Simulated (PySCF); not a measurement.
**The bond of CF+, level by level**

Aim: find the lowest electronic state of CF+, scan its bond at several levels of theory, and get bond length, wavenumber and dissociation energy from each curve.

The runs use PySCF 2.14.0; C STO-3G, F STO-3G, no relativity.

### Step 1. The job

Settings of the job:

```
atoms                         : C, F
charge                        : 1
basis                         : C STO-3G, F STO-3G
Hamiltonian                   : no relativity
basis functions               : 10
electrons treated             : 14
masses in u                   : 12.0000, 18.9984
levels                        : PBE0, PBE, r²SCAN, BHandHLYP, B3LYP, M06-L, CAM-B3LYP, HF, MP2, SCS-MP2, CCSD, CCSD(T)
grid                          : 80 radial by 434 angular points
occupations                   : held fixed by the projection of orbital angular momentum
dissociation limit            : C+ + F, each in its ground configuration
starting distance in angstrom : 1.425
values of 2S to try           : 0, 2
```

On the command line:

```sh
$ OMP_NUM_THREADS=1 python dia.py task.json out
```

After the search, every level is run at each distance in turn; below they are sorted by level.

### Step 2. Search for the lowest state

At the starting distance of 1.425 Å the search finds these solutions (others can lie among them):

| 2Ms+1 | unpaired | term | E (eV) | ⟨S²⟩ | ⟨Lz²⟩ | μ (D) |
| --- | --- | --- | --- | --- | --- | --- |
| 1 | none | ¹Σ⁺ | 0.00 | 0.00 | 0.00 | -1.75 |
| 3 | σ ↑, π ↑ | ³Π | 3.57 | 2.02 | 1.00 | -2.63 |
| 1 | σ ↓, π ↑ | not assigned | 4.55 | 1.02 | 1.01 | -2.26 |
| 3 | π ↑↑ | not assigned | 5.33 | 2.00 | 2.00 | -0.05 |
| 3 | π ↑↑ | not assigned | 5.63 | 2.00 | 2.00 | -0.13 |

5 of 7 solutions are listed, lowest first.

A term symbol stands only where ⟨S²⟩ and ⟨Lz²⟩ are near those of a pure state. A positive dipole points from C to F; in an ion it is taken about the centre of mass and does not tell which atom is negative.

Followed over a short scan are these candidates:

| 2Ms+1 | unpaired | R at minimum (Å) | energy at minimum (eV) |
| --- | --- | --- | --- |
| 1 | none | 1.25 | 0.00 |
| 3 | σ ↑, π ↑ | 1.30 | 4.00 |

The search made 8 SCF attempts at the starting distance; with the short scans it took 1.5 s of wall time (1 thread of Arm Neoverse V2, shared host).

### Step 3. The PBE0 curve of the state that the search chose

State followed: ¹Σ⁺ (singlet), closed shell. The scan is laid around 1.251 Å.

Log of the SCF at 1.251 Å:

```text
******** <class 'pyscf.dft.uks_symm.SymAdaptedUKS'> ********
method = SymAdaptedUKS
initial guess = minao
damping factor = 0
level_shift factor = 0
DIIS = <class 'pyscf.scf.diis.CDIIS'>
diis_start_cycle = 1
diis_space = 10
diis_damp = 0
SCF conv_tol = 1e-09
SCF conv_tol_grad = None
SCF max_cycles = 60
direct_scf = False
max_memory 909 MB (current use 214 MB)
number electrons alpha = 7  beta = 7
XC library pyscf.dft.libxc version 7.0.0
    S. Lehtola, C. Steigemann, M. J.T. Oliveira, and M. A.L. Marques.,  SoftwareX 7, 1–5 (2018)
XC functionals = PBE0
    C. Adamo and V. Barone.,  J. Chem. Phys. 110, 6158 (1999)
    M. Ernzerhof and G. E. Scuseria.,  J. Chem. Phys. 110, 5029 (1999)
small_rho_cutoff = 0
Overwritten attributes  get_jk get_j get_k get_hcore get_occ  of <class 'pyscf.dft.uks_symm.SymAdaptedUKS'>
<class 'pyscf.dft.uks_symm.SymAdaptedUKS'> does not have attributes  refdm
Set gradient conv threshold to 3.16228e-05
init E= -135.439427385154
cycle= 1 E= -135.465994560156  delta_E= -0.0266  |g|= 0.0227  |ddm|= 0.0496
cycle= 2 E= -135.465016117313  delta_E= 0.000978  |g|= 0.0483  |ddm|= 0.0668
cycle= 3 E= -135.466274868755  delta_E= -0.00126  |g|= 0.00119  |ddm|= 0.0446
cycle= 4 E= -135.466275599925  delta_E= -7.31e-07  |g|= 0.000107  |ddm|= 0.00101
cycle= 5 E= -135.466275606027  delta_E= -6.1e-09  |g|= 8.68e-06  |ddm|= 0.000117
cycle= 6 E= -135.466275606067  delta_E= -4.02e-11  |g|= 6.84e-08  |ddm|= 9.88e-06
Extra cycle  E= -135.466275606067  delta_E= 2.84e-14  |g|= 1.45e-07  |ddm|= 1.93e-07
converged SCF energy = -135.466275606067  <S^2> = -1.7763568e-15  2S+1 = 1
```

Points of the scan, energies from the lowest:

| R (Å) | E (eV) | μ (D) | Mulliken charge of C (e) | Mayer bond order | ⟨S²⟩ | HOMO (eV) | LUMO (eV) |
| --- | --- | --- | --- | --- | --- | --- | --- |
| 1.0759 | 1.6412 | -0.34 | 0.76 | 1.96 | 0.00 | -21.12 | -11.52 |
| 1.1259 | 0.7407 | -0.52 | 0.75 | 1.96 | 0.00 | -21.10 | -11.80 |
| 1.1759 | 0.2355 | -0.72 | 0.75 | 1.96 | 0.00 | -21.09 | -12.03 |
| 1.2135 | 0.0524 | -0.87 | 0.74 | 1.96 | 0.00 | -21.08 | -12.19 |
| 1.2510 | 0.0000 | -1.02 | 0.74 | 1.95 | 0.00 | -21.06 | -12.33 |
| 1.2885 | 0.0511 | -1.18 | 0.74 | 1.94 | 0.00 | -21.04 | -12.45 |
| 1.3386 | 0.2446 | -1.39 | 0.75 | 1.93 | 0.00 | -20.99 | -12.60 |
| 1.4011 | 0.6345 | -1.65 | 0.75 | 1.92 | 0.00 | -20.89 | -12.75 |
| 1.4762 | 1.2511 | -1.96 | 0.75 | 1.89 | 0.00 | -20.71 | -12.90 |
| 1.5763 | 2.2226 | -2.36 | 0.76 | 1.86 | 0.00 | -20.14 | -13.06 |

Fit: Re = 1.250 Å, ωe = 1652 cm⁻¹, ωexe = 7.21 cm⁻¹, αe = 0.0121 cm⁻¹, Be = 1.467 cm⁻¹, De = 8.52 eV, μ = -1.02 D.

Orbitals nearest the gap at 1.251 Å:

| spin | orbital | ε (eV) | filled | made of |
| --- | --- | --- | --- | --- |
| both | σ | -29.12 | yes | F p 50 %, C s 29 %, F s 18 % |
| both | π | -24.77 | yes | F p 83 %, C p 17 % |
| both | π | -24.77 | yes | F p 83 %, C p 17 % |
| both | σ | -21.06 | yes | C s 55 %, C p 27 %, F p 18 % |
| both | π | -12.33 | no | C p 83 %, F p 17 % |
| both | π | -12.33 | no | C p 83 %, F p 17 % |
| both | σ | -2.11 | no | C p 64 %, F p 26 % |

Polarisability there: 6.6 bohr³ along the bond, 4.3 across it. Without diffuse functions these come out too small, above all across the bond.

### Step 4. Orbitals, density and potential

The fields below are evaluated on a grid from the run's orbitals.

Frontier orbitals at PBE0, with the share of their density that lies nearest to each atom:

| orbital | energy (eV) | lies on |
| --- | --- | --- |
| HOMO | -21.06 | C1 83 %; F2 17 % |
| LUMO | -12.33 | C1 82 %; F2 18 % |

ELF in a plane through or near 2 of the atoms.

Ten even steps from '0' (0.00) to '9' (0.99):
```
0000000000000000000000000000
0000000000000000000000000000
0000000000000000000000000000
0000000012210000000000000000
0000001244431000000000000000
0000026788752100000000000000
0000468999874333444200000000
0001789999975567887520000000
0003899999524678788742000000
0004999995473475658852000000
0004999995483475658852000000
0003899999513688788742000000
0001789999975567887520000000
0000468999874333444200000000
0000026788752100000000000000
0000001244431000000000000000
0000000012210000000000000000
0000000000000000000000000000
0000000000000000000000000000
0000000000000000000000000000
```
The map spans 6.5 Å across and 5.2 Å up, centred on the molecule. Atoms in the plane (x, y in Å): C1 (-0.6, 0.0), F2 (0.6, 0.0).

On the surface of density 0.002 e/bohr³ the electrostatic potential runs, from the 1st to the 99th percentile, from 6.22 to 10.16 V.

### Step 5. Other states along the same grid

State 2: ³Π (triplet), unpaired electrons σ ↑, π ↑, an excited solution.

Log of the SCF at 1.251 Å:

```text
[... 13 set-up lines left out, the same as in an earlier log ...]
max_memory 909 MB (current use 230 MB)
number electrons alpha = 8  beta = 6
[... 7 set-up lines left out, the same as in an earlier log ...]
init E= -135.292165657047
cycle= 1 E= -135.317229088753  delta_E= -0.0251  |g|= 0.00627  |ddm|= 0.047
cycle= 2 E= -135.317250869636  delta_E= -2.18e-05  |g|= 0.00433  |ddm|= 0.0124
cycle= 3 E= -135.317256359126  delta_E= -5.49e-06  |g|= 0.00328  |ddm|= 0.00777
cycle= 4 E= -135.317263212514  delta_E= -6.85e-06  |g|= 0.000168  |ddm|= 0.00382
cycle= 5 E= -135.317263276728  delta_E= -6.42e-08  |g|= 2.5e-05  |ddm|= 0.000709
cycle= 6 E= -135.317263278013  delta_E= -1.28e-09  |g|= 6.92e-06  |ddm|= 8.44e-05
cycle= 7 E= -135.317263278209  delta_E= -1.96e-10  |g|= 2.54e-06  |ddm|= 3.44e-05
Extra cycle  E= -135.317263278223  delta_E= -1.39e-11  |g|= 2.35e-06  |ddm|= 7.84e-06
converged SCF energy = -135.317263278223  <S^2> = 2.0176079  2S+1 = 3.0117157
```

Re = 1.295 Å, ωe = 1523 cm⁻¹, ωexe = 12.6 cm⁻¹, αe = 0.0143 cm⁻¹, Be = 1.367 cm⁻¹, μ = -2.37 D. Its minimum lies 3.99 eV above that of the lowest state.

Energy (eV) from the lowest point of the lowest state:

| R (Å) | lowest | state 2 |
| --- | --- | --- |
| 1.076 | 1.641 | 6.520 |
| 1.126 | 0.741 | 5.320 |
| 1.176 | 0.236 | 4.574 |
| 1.214 | 0.052 | 4.239 |
| 1.251 | 0.000 | 4.055 |
| 1.288 | 0.051 | 3.989 |
| 1.339 | 0.245 | 4.042 |
| 1.401 | 0.634 | 4.266 |
| 1.476 | 1.251 | 4.672 |
| 1.576 | 2.223 | 5.289 |

### Step 6. PBE (GGA)

The SCF at the reference distance, 1.251 Å, printed:

```text
[... 13 set-up lines left out, the same as in an earlier log ...]
max_memory 909 MB (current use 231 MB)
[... 3 set-up lines left out, the same as in an earlier log ...]
XC functionals = PBE
    J. P. Perdew, K. Burke, and M. Ernzerhof.,  Phys. Rev. Lett. 77, 3865 (1996)
    J. P. Perdew, K. Burke, and M. Ernzerhof.,  Phys. Rev. Lett. 78, 1396 (1997)
    J. P. Perdew, K. Burke, and M. Ernzerhof.,  Phys. Rev. Lett. 77, 3865 (1996)
    J. P. Perdew, K. Burke, and M. Ernzerhof.,  Phys. Rev. Lett. 78, 1396 (1997)
[... 2 set-up lines left out, the same as in an earlier log ...]
init E= -135.455508868898
cycle= 1 E= -135.447872561512  delta_E= 0.00764  |g|= 0.132  |ddm|= 0.159
cycle= 2 E= -135.389027394816  delta_E= 0.0588  |g|= 0.325  |ddm|= 0.443
cycle= 3 E= -135.456378293896  delta_E= -0.0674  |g|= 0.0292  |ddm|= 0.362
cycle= 4 E= -135.456812022941  delta_E= -0.000434  |g|= 0.00569  |ddm|= 0.0225
cycle= 5 E= -135.456829427267  delta_E= -1.74e-05  |g|= 0.0003  |ddm|= 0.0047
cycle= 6 E= -135.456829476023  delta_E= -4.88e-08  |g|= 7.34e-06  |ddm|= 0.000269
cycle= 7 E= -135.456829476052  delta_E= -2.9e-11  |g|= 5.02e-09  |ddm|= 6.43e-06
Extra cycle  E= -135.456829476052  delta_E= 2.84e-14  |g|= 9.07e-09  |ddm|= 1.42e-08
converged SCF energy = -135.456829476052  <S^2> = 4.4408921e-15  2S+1 = 1
```

Re = 1.277 Å, ωe = 1520 cm⁻¹, ωexe = 6.87 cm⁻¹, αe = 0.0122 cm⁻¹, Be = 1.405 cm⁻¹, De = 9.61 eV, μ = -0.94 D.

### Step 7. r²SCAN

The SCF at the reference distance, 1.251 Å, printed:

```text
[... 13 set-up lines left out, the same as in an earlier log ...]
max_memory 909 MB (current use 232 MB)
[... 3 set-up lines left out, the same as in an earlier log ...]
XC functionals = R2SCAN
    J. W. Furness, A. D. Kaplan, J. Ning, J. P. Perdew, and J. Sun.,  J. Phys. Chem. Lett. 11, 8208-8215 (2020)
    J. W. Furness, A. D. Kaplan, J. Ning, J. P. Perdew, and J. Sun.,  J. Phys. Chem. Lett. 11, 9248-9248 (2020)
    J. W. Furness, A. D. Kaplan, J. Ning, J. P. Perdew, and J. Sun.,  J. Phys. Chem. Lett. 11, 8208-8215 (2020)
    J. W. Furness, A. D. Kaplan, J. Ning, J. P. Perdew, and J. Sun.,  J. Phys. Chem. Lett. 11, 9248-9248 (2020)
[... 2 set-up lines left out, the same as in an earlier log ...]
init E= -135.550836362755
cycle= 1 E= -135.550423509357  delta_E= 0.000413  |g|= 0.0344  |ddm|= 0.0509
cycle= 2 E= -135.546043821873  delta_E= 0.00438  |g|= 0.0935  |ddm|= 0.118
cycle= 3 E= -135.551062791198  delta_E= -0.00502  |g|= 0.00165  |ddm|= 0.0896
cycle= 4 E= -135.551064253574  delta_E= -1.46e-06  |g|= 0.000236  |ddm|= 0.00145
cycle= 5 E= -135.55106428446  delta_E= -3.09e-08  |g|= 6.99e-07  |ddm|= 0.000211
cycle= 6 E= -135.55106428446  delta_E= -3.41e-13  |g|= 3.04e-07  |ddm|= 1.09e-06
Extra cycle  E= -135.55106428446  delta_E= 3.98e-13  |g|= 8.95e-07  |ddm|= 1.09e-06
converged SCF energy = -135.55106428446  <S^2> = 2.6645353e-15  2S+1 = 1
```

Re = 1.259 Å, ωe = 1593 cm⁻¹, ωexe = 7.37 cm⁻¹, αe = 0.0126 cm⁻¹, Be = 1.445 cm⁻¹, De = 8.87 eV, μ = -0.99 D.

### Step 8. BHandHLYP (global hybrid GGA)

Log of the SCF at 1.251 Å:

```text
[... 17 set-up lines left out, the same as in an earlier log ...]
XC functionals = BHANDHLYP
    A. D. Becke.,  J. Chem. Phys. 98, 1372 (1993)
    Defined through Gaussian implementation.
[... 2 set-up lines left out, the same as in an earlier log ...]
init E= -135.539157828893
cycle= 1 E= -135.539216350028  delta_E= -5.85e-05  |g|= 0.0525  |ddm|= 0.0976
cycle= 2 E= -135.537336225836  delta_E= 0.00188  |g|= 0.0788  |ddm|= 0.125
cycle= 3 E= -135.540756240594  delta_E= -0.00342  |g|= 0.00165  |ddm|= 0.0734
cycle= 4 E= -135.540759295805  delta_E= -3.06e-06  |g|= 0.000464  |ddm|= 0.00414
cycle= 5 E= -135.540759416474  delta_E= -1.21e-07  |g|= 4.6e-05  |ddm|= 0.000636
cycle= 6 E= -135.540759417645  delta_E= -1.17e-09  |g|= 2.64e-06  |ddm|= 5.6e-05
cycle= 7 E= -135.540759417649  delta_E= -3.81e-12  |g|= 1.08e-07  |ddm|= 2.84e-06
Extra cycle  E= -135.540759417649  delta_E= -5.68e-14  |g|= 1.46e-07  |ddm|= 2.41e-07
converged SCF energy = -135.540759417649  <S^2> = 1.7763568e-15  2S+1 = 1
```

Re = 1.231 Å, ωe = 1742 cm⁻¹, ωexe = 7.84 cm⁻¹, αe = 0.0123 cm⁻¹, Be = 1.513 cm⁻¹, De = 7.37 eV, μ = -1.12 D.

### Step 9. B3LYP (global hybrid GGA)

Output of the SCF at 1.251 Å:

```text
[... 17 set-up lines left out, the same as in an earlier log ...]
XC functionals = B3LYP
    P. J. Stephens, F. J. Devlin, C. F. Chabalowski, and M. J. Frisch.,  J. Phys. Chem. 98, 11623 (1994)
[... 2 set-up lines left out, the same as in an earlier log ...]
init E= -135.582320262372
cycle= 1 E= -135.582296376823  delta_E= 2.39e-05  |g|= 0.00998  |ddm|= 0.0155
cycle= 2 E= -135.582062537235  delta_E= 0.000234  |g|= 0.0228  |ddm|= 0.03
cycle= 3 E= -135.582349313714  delta_E= -0.000287  |g|= 0.000331  |ddm|= 0.0212
cycle= 4 E= -135.58234937075  delta_E= -5.7e-08  |g|= 1.09e-05  |ddm|= 0.000328
cycle= 5 E= -135.582349370815  delta_E= -6.41e-11  |g|= 6.43e-07  |ddm|= 9.13e-06
Extra cycle  E= -135.582349370814  delta_E= 9.66e-13  |g|= 1.5e-06  |ddm|= 1.97e-06
converged SCF energy = -135.582349370814  <S^2> = 8.8817842e-16  2S+1 = 1
```

Re = 1.257 Å, ωe = 1610 cm⁻¹, ωexe = 7.30 cm⁻¹, αe = 0.0124 cm⁻¹, Be = 1.451 cm⁻¹, De = 8.55 eV, μ = -1.01 D. 1.4 s of CPU time for 12 points, integrals apart.

### Step 10. M06-L (meta-GGA)

The SCF at the reference distance, 1.251 Å, printed:

```text
[... 13 set-up lines left out, the same as in an earlier log ...]
max_memory 909 MB (current use 233 MB)
[... 3 set-up lines left out, the same as in an earlier log ...]
XC functionals = M06L
    Y. Zhao and D. G. Truhlar.,  J. Chem. Phys. 125, 194101 (2006)
    Y. Zhao and D. G. Truhlar.,  J. Chem. Phys. 125, 194101 (2006)
    Y. Zhao and D. G. Truhlar.,  Theor. Chem. Acc. 120, 215 (2008)
[... 2 set-up lines left out, the same as in an earlier log ...]
init E= -135.585420668398
cycle= 1 E= -135.585335635012  delta_E= 8.5e-05  |g|= 0.0251  |ddm|= 0.0448
cycle= 2 E= -135.582898550366  delta_E= 0.00244  |g|= 0.0695  |ddm|= 0.0883
cycle= 3 E= -135.585683277491  delta_E= -0.00278  |g|= 0.00104  |ddm|= 0.0666
cycle= 4 E= -135.585683872926  delta_E= -5.95e-07  |g|= 0.000134  |ddm|= 0.000897
cycle= 5 E= -135.585683882977  delta_E= -1.01e-08  |g|= 4.54e-06  |ddm|= 0.000126
cycle= 6 E= -135.585683882988  delta_E= -1.12e-11  |g|= 6.45e-07  |ddm|= 3.49e-06
Extra cycle  E= -135.585683882986  delta_E= 1.79e-12  |g|= 1.9e-06  |ddm|= 2.33e-06
converged SCF energy = -135.585683882986  <S^2> = 1.7763568e-15  2S+1 = 1
```

Re = 1.256 Å, ωe = 1604 cm⁻¹, ωexe = 7.82 cm⁻¹, αe = 0.0130 cm⁻¹, Be = 1.452 cm⁻¹, De = 8.98 eV, μ = -0.98 D.

### Step 11. CAM-B3LYP (range-separated hybrid)

Output of the SCF at 1.251 Å:

```text
[... 17 set-up lines left out, the same as in an earlier log ...]
XC functionals = CAMB3LYP
    T. Yanai, D. P. Tew, and N. C. Handy.,  Chem. Phys. Lett. 393, 51 (2004)
[... 2 set-up lines left out, the same as in an earlier log ...]
init E= -135.528726317654
cycle= 1 E= -135.528756586249  delta_E= -3.03e-05  |g|= 0.00154  |ddm|= 0.0144
cycle= 2 E= -135.528754769997  delta_E= 1.82e-06  |g|= 0.00244  |ddm|= 0.00383
cycle= 3 E= -135.528757947624  delta_E= -3.18e-06  |g|= 3.8e-05  |ddm|= 0.00222
cycle= 4 E= -135.52875794882  delta_E= -1.2e-09  |g|= 8.19e-06  |ddm|= 7.21e-05
cycle= 5 E= -135.528757948863  delta_E= -4.3e-11  |g|= 1.94e-07  |ddm|= 1.3e-05
Extra cycle  E= -135.528757948863  delta_E= -1.42e-13  |g|= 1.34e-07  |ddm|= 4.75e-07
converged SCF energy = -135.528757948863  <S^2> = 2.6645353e-15  2S+1 = 1
```

Re = 1.247 Å, ωe = 1668 cm⁻¹, ωexe = 7.14 cm⁻¹, αe = 0.0120 cm⁻¹, Be = 1.475 cm⁻¹, De = 8.54 eV, μ = -1.00 D. 1.6 s of CPU time for 12 points, integrals apart.

### Step 12. RHF (mean field)

The SCF at the reference distance, 1.251 Å, printed:

```text
******** <class 'pyscf.scf.hf_symm.SymAdaptedRHF'> ********
method = SymAdaptedRHF
[... 12 set-up lines left out, the same as in an earlier log ...]
Overwritten attributes  get_jk get_j get_k get_hcore get_occ  of <class 'pyscf.scf.hf_symm.SymAdaptedRHF'>
<class 'pyscf.scf.hf_symm.SymAdaptedRHF'> does not have attributes  refdm
[... 1 set-up line left out, the same as in an earlier log ...]
init E= -135.023945766064
cycle= 1 E= -135.03250973149  delta_E= -0.00856  |g|= 0.103  |ddm|= 0.265
cycle= 2 E= -135.03481649108  delta_E= -0.00231  |g|= 0.0587  |ddm|= 0.179
cycle= 3 E= -135.036011349761  delta_E= -0.00119  |g|= 0.0153  |ddm|= 0.0643
cycle= 4 E= -135.036179128111  delta_E= -0.000168  |g|= 0.00227  |ddm|= 0.0453
cycle= 5 E= -135.036182556016  delta_E= -3.43e-06  |g|= 8.8e-05  |ddm|= 0.00656
cycle= 6 E= -135.036182559161  delta_E= -3.14e-09  |g|= 1.45e-05  |ddm|= 0.000208
cycle= 7 E= -135.036182559213  delta_E= -5.2e-11  |g|= 1.13e-06  |ddm|= 1.71e-05
Extra cycle  E= -135.036182559213  delta_E= -4.55e-13  |g|= 5.3e-07  |ddm|= 2.07e-06
converged SCF energy = -135.036182559213
```

Re = 1.208 Å, ωe = 1863 cm⁻¹, ωexe = 9.26 cm⁻¹, αe = 0.0126 cm⁻¹, Be = 1.572 cm⁻¹, De = 4.96 eV, μ = -1.32 D. 0.064 s of CPU time for 12 points, integrals apart.

### Step 13. Correlated methods on the Hartree–Fock reference

Reference: RHF; core orbitals frozen: 2.

Log of the coupled-cluster run at 1.251 Å:

```text
******** <class 'pyscf.cc.ccsd.CCSD'> ********
CC2 = 0
CCSD nocc = 5, nmo = 8
frozen orbitals [0, 1]
max_cycle = 80
direct = 0
conv_tol = 1e-07
conv_tol_normt = 1e-05
diis_space = 8
diis_start_cycle = 0
diis_start_energy_diff = 1e+09
max_memory 909 MB (current use 233 MB)
Init t2, MP2 energy = -135.139053943921  E_corr(MP2) -0.102871384708095
Init E_corr(CCSD) = -0.102871384708234
cycle = 1  E_corr(CCSD) = -0.096844387081149  dE = 0.00602699763  norm(t1,t2) = 0.105488
cycle = 2  E_corr(CCSD) = -0.115268855048377  dE = -0.018424468  norm(t1,t2) = 0.0421612
cycle = 3  E_corr(CCSD) = -0.112276550912992  dE = 0.00299230414  norm(t1,t2) = 0.0266728
cycle = 4  E_corr(CCSD) = -0.115354801428075  dE = -0.00307825052  norm(t1,t2) = 0.00885729
cycle = 5  E_corr(CCSD) = -0.115355335939107  dE = -5.34511032e-07  norm(t1,t2) = 0.000947872
cycle = 6  E_corr(CCSD) = -0.115326101786271  dE = 2.92341528e-05  norm(t1,t2) = 0.000344053
cycle = 7  E_corr(CCSD) = -0.115321883834697  dE = 4.21795157e-06  norm(t1,t2) = 7.05654e-05
cycle = 8  E_corr(CCSD) = -0.115322776101941  dE = -8.92267245e-07  norm(t1,t2) = 1.01458e-05
cycle = 9  E_corr(CCSD) = -0.115322883802809  dE = -1.07700868e-07  norm(t1,t2) = 1.3031e-06
cycle = 10  E_corr(CCSD) = -0.115322854165402  dE = 2.96374068e-08  norm(t1,t2) = 4.01394e-07
CCSD converged
E(CCSD) = -135.1515054133786  E_corr = -0.1153228541654021
CCSD(T) correction = -0.0143068597770756
```

Correlation energy (eV) along the bond:

| R (Å) | MP2 | SCS-MP2 | CCSD | CCSD(T) | T1 |
| --- | --- | --- | --- | --- | --- |
| 1.076 | -2.348 | -2.328 | n/a | n/a | n/a |
| 1.126 | -2.483 | -2.453 | -2.807 | -3.059 | 0.024 |
| 1.176 | -2.615 | -2.576 | -2.942 | -3.244 | 0.028 |
| 1.214 | -2.710 | -2.665 | -3.041 | -3.386 | 0.031 |
| 1.251 | -2.799 | -2.750 | -3.138 | -3.527 | 0.034 |
| 1.288 | -2.881 | -2.828 | -3.233 | -3.669 | 0.038 |
| 1.339 | -2.975 | -2.921 | -3.356 | -3.855 | 0.044 |
| 1.401 | -3.053 | -3.007 | -3.503 | -4.077 | 0.052 |
| 1.476 | -3.068 | -3.048 | -3.672 | -4.310 | 0.063 |
| 1.576 | -2.926 | -2.984 | n/a | n/a | n/a |

RHF-MP2: Re = 1.235 Å, ωe = 1751 cm⁻¹, ωexe = 4.21 cm⁻¹, αe = 0.0104 cm⁻¹, Be = 1.502 cm⁻¹.

RHF-SCS-MP2: Re = 1.234 Å, ωe = 1749 cm⁻¹, ωexe = 5.42 cm⁻¹, αe = 0.0111 cm⁻¹, Be = 1.506 cm⁻¹, De = 6.97 eV.

RHF-CCSD: Re = 1.238 Å, ωe = 1704 cm⁻¹, ωexe = 8.99 cm⁻¹, αe = 0.0128 cm⁻¹, Be = 1.496 cm⁻¹.

RHF-CCSD(T): Re = 1.254 Å, ωe = 1600 cm⁻¹, ωexe = 7.45 cm⁻¹, αe = 0.0132 cm⁻¹, Be = 1.457 cm⁻¹.

### Step 14. All curves

Energy (eV) from each level's lowest point:

| R (Å) | RHF | RHF-MP2 | RHF-SCS-MP2 | RHF-CCSD | RHF-CCSD(T) | PBE | r²SCAN | M06-L | B3LYP | PBE0 | BHandHLYP | CAM-B3LYP |
| --- | --- | --- | --- | --- | --- | --- | --- | --- | --- | --- | --- | --- |
| 1.076 | 1.095 | 1.467 | 1.438 | n/a | n/a | 1.982 | 1.745 | 1.715 | 1.719 | 1.641 | 1.377 | 1.602 |
| 1.126 | 0.374 | 0.612 | 0.592 | 0.626 | 0.764 | 0.991 | 0.818 | 0.793 | 0.799 | 0.741 | 0.554 | 0.713 |
| 1.176 | 0.049 | 0.155 | 0.144 | 0.166 | 0.253 | 0.394 | 0.283 | 0.268 | 0.272 | 0.236 | 0.126 | 0.219 |
| 1.214 | 0.000 | 0.011 | 0.006 | 0.018 | 0.063 | 0.141 | 0.077 | 0.069 | 0.071 | 0.052 | 0.000 | 0.044 |
| 1.251 | 0.079 | 0.000 | 0.000 | 0.000 | 0.000 | 0.019 | 0.000 | 0.000 | 0.000 | 0.000 | 0.003 | 0.000 |
| 1.288 | 0.258 | 0.097 | 0.100 | 0.084 | 0.037 | 0.000 | 0.025 | 0.033 | 0.032 | 0.051 | 0.109 | 0.060 |
| 1.339 | 0.613 | 0.359 | 0.363 | 0.317 | 0.207 | 0.101 | 0.182 | 0.198 | 0.198 | 0.245 | 0.372 | 0.265 |
| 1.401 | 1.188 | 0.856 | 0.852 | 0.744 | 0.560 | 0.376 | 0.523 | 0.548 | 0.553 | 0.634 | 0.845 | 0.670 |
| 1.476 | 1.991 | 1.644 | 1.614 | 1.379 | 1.130 | 0.858 | 1.078 | 1.108 | 1.126 | 1.251 | 1.552 | 1.306 |
| 1.576 | 3.128 | 2.922 | 2.814 | n/a | n/a | 1.656 | 1.964 | 1.987 | 2.039 | 2.223 | 2.628 | 2.306 |

The whole job (state search and all levels along the bond) took 0.23 min on 1 thread of Arm Neoverse V2 (shared host), peak memory 0.26 GiB.

### Step 15. Constants by level of theory

Lowest PBE0 solution found, without spin–orbit coupling: ¹Σ⁺ (singlet), closed shell. State 2 has its PBE0 minimum 3.99 eV higher. The other levels ran on the lowest alone.

| level | Re (Å) | ωe (cm⁻¹) | De (eV) | μ (D) |
| --- | --- | --- | --- | --- |
| RHF | 1.208 | 1863 | 4.96 | -1.32 |
| RHF-MP2 | 1.235 | 1751 | n/a | n/a |
| RHF-SCS-MP2 | 1.234 | 1749 | 6.97 | n/a |
| RHF-CCSD | 1.238 | 1704 | n/a | n/a |
| RHF-CCSD(T) | 1.254 | 1600 | n/a | n/a |
| PBE | 1.277 | 1520 | 9.61 | -0.94 |
| r²SCAN | 1.259 | 1593 | 8.87 | -0.99 |
| M06-L | 1.256 | 1604 | 8.98 | -0.98 |
| B3LYP | 1.257 | 1610 | 8.55 | -1.01 |
| PBE0 | 1.250 | 1652 | 8.52 | -1.02 |
| BHandHLYP | 1.231 | 1742 | 7.37 | -1.12 |
| CAM-B3LYP | 1.247 | 1668 | 8.54 | -1.00 |

De is counted to C+ + F in their ground configurations. A positive dipole points from C to F; in an ion it is taken about the centre of mass and does not tell which atom is negative.

Time per point (s) on 1 thread of Arm Neoverse V2, shared host (CPU time, shared integrals of 0.0043 s apart; correlated levels include their reference; CCSD comes with the CCSD(T) run); the times are rough: RHF 0.01, RHF-MP2 0.01, RHF-SCS-MP2 0.01, RHF-CCSD(T) 0.048, PBE 0.13, r²SCAN 0.14, M06-L 0.14, B3LYP 0.11, PBE0 0.15, BHandHLYP 0.079, CAM-B3LYP 0.13.

The methods spread over 0.070 Å in bond length, from RHF to PBE. Among the levels with a De in the table, it runs from 4.96 eV (RHF) to 9.61 eV (PBE).

Correlated steps freeze 2 core orbitals. The basis is very small, so these numbers show the basis as much as the molecule. T1 is 0.034 near the minimum (highest on the curve 0.063), which may point to more than one leading configuration.
